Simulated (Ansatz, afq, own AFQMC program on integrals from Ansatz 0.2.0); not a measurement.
Atomization energy of AlSi2NH8, singlet, worked out

```xyz
12

Al   -0.9097    1.7242   -0.2600
N    -0.0708    0.1413   -0.0189
Si   -0.1491   -0.7080    1.5190
Si    0.8535   -0.6065   -1.3147
H    -0.8000    2.4156   -1.6816
H    -1.7105    2.3365    0.9627
H     1.2161   -0.8757    2.1096
H    -0.7368   -2.0738    1.3448
H    -0.9989    0.0715    2.4668
H     0.8393    0.2907   -2.5077
H     0.2729   -1.9331   -1.6940
H     2.2708   -0.8381   -0.8920
```

Basis def2-TZVP. Only valence electrons are correlated. Ansatz 0.2.0 and our own AFQMC program on the same integrals; the CISD trial comes from CCSD amplitudes, and released means the phaseless constraint is let go. Error bars are statistical, one sigma.

Total energies in eV. CBS is CCSD(T) at the limit of def2-TZVPP/QZVPP (extrapolated itself); the highest rung of each member is named.

Cautions: AlSi₂NH₈ (singlet): the released value is read at 0.90 1/Eh with a noise of 20 meV, more than in the cases checked (meV from the phaseless value at times in 1/Eh: -11 ± 14 at 0.21, 1 ± 14 at 0.42, -2 ± 13 at 0.63, -4 ± 20 at 0.90).

```
           member  count  CCSD(T)/def2-TZVP  highest rung in def2-TZVP           which  CCSD(T)/CBS
     Al (doublet)     +1         -6583.1374                 -6583.1503             FCI   -6583.4221
      N (quartet)     +1         -1483.4543                 -1483.4647             FCI   -1483.8573
     Si (triplet)     +2         -7862.0972                 -7862.1201             FCI   -7862.5000
      H (doublet)     +8           -13.6005                   -13.6005             FCI     -13.6059
AlSi₂NH₈, singlet     -1        -23935.6650       -23935.7264 ± 0.0198  released AFQMC  -23938.8522
```

Q: Work out the best estimate of the atomization energy: the CCSD(T)/CBS difference plus the step from CCSD(T) to the highest rung.

A: Sums with the counts: CCSD(T)/CBS 37.7256 eV, highest rung 36.0672 eV, CCSD(T)/def2-TZVP 36.0749 eV. The step is 36.0672 − 36.0749 = -0.0077 eV, so the best estimate is 37.7256 + (-0.0077) = 37.7179 eV = 869.8 kcal/mol, with sampling noise 0.020 eV. The step is under twice that noise, so its sign is open. The basis set is worth 1.651 eV of it. Zero-point, core-correlation and spin–orbit terms aren't in it. Past Ne the Hartree–Fock part of each CBS total tends to overshoot, since the cores don't follow the formula; that largely cancels in the difference.

Best estimates are given only where the step beyond CCSD(T) is under 0.3 eV and no member's determinant is very poor (T1 over 0.05, or 0.07 for open shells, ⟨S²⟩ too high by 0.3, two states mixed), so the hardest cases are missing from such tables.

Each member of a difference takes its own highest rung, so a best estimate needn't equal the limit plus the step of one row. Released energies are given only where the last usable release times agree within the noise; a slower fall can still hide under it.
